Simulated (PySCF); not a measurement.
Species, as SMILES: ClB(Cl)Cl.
Geometry (B3LYP-D3(BJ)/def2-TZVP, fixed):
```
B
Cl 1 1.7452
Cl 1 1.7452 2 120.00
Cl 1 1.7452 2 120.00 3 -180.00
```
Charge 0, spin multiplicity 1.

Basis-set convergence of the lowest singlet excitation energy at PBE with PySCF. Tamm-Dancoff approximation; the state is taken by its order, and sets in which it differs in degeneracy or brightness are left out, yet its character can still change. All functions are spherical. Density fitting with generated auxiliary sets. No added dispersion term, no relativity. Reference: the value in aug-pcseg-2, 5.046 eV, itself unsure by roughly 0.007 eV (its distance from aug-cc-pV(T+d)Z). Deviations are taken from unrounded values. Cost is core time over that of pcseg-1, rough, on shared machines of one kind; a dash marks a row that isn't timed (too short, read off another run, short of memory, by another algorithm or on other hardware).

| basis | functions | lowest singlet excitation energy (eV) | minus reference (eV) | cost |
|---|---|---|---|---|
| STO-3G | 32 | 5.532 | 0.485 | - |
| 6-31G | 48 | 5.162 | 0.116 | - |
| pcseg-0 | 48 | 5.344 | 0.298 | - |
| pcseg-1 | 68 | 5.165 | 0.119 | 1× |
| 6-311G** | 96 | 5.124 | 0.078 | 1× |
| def2-SVPD | 101 | 5.056 | 0.010 | 2× |
| 6-311+G** | 112 | 5.124 | 0.077 | 2× |
| aug-cc-pV(D+d)Z | 119 | 5.019 | -0.027 | 2× |
| cc-pV(T+d)Z | 147 | 5.099 | 0.052 | 2× |
| aug-pcseg-2 | 196 | 5.046 | 0.000 | 4× |
| cc-pV(Q+d)Z | 247 | 5.063 | 0.016 | 7× |
| pcseg-3 | 252 | 5.028 | -0.018 | 7× |
| def2-QZVPP | 267 | 5.047 | 0.001 | 8× |
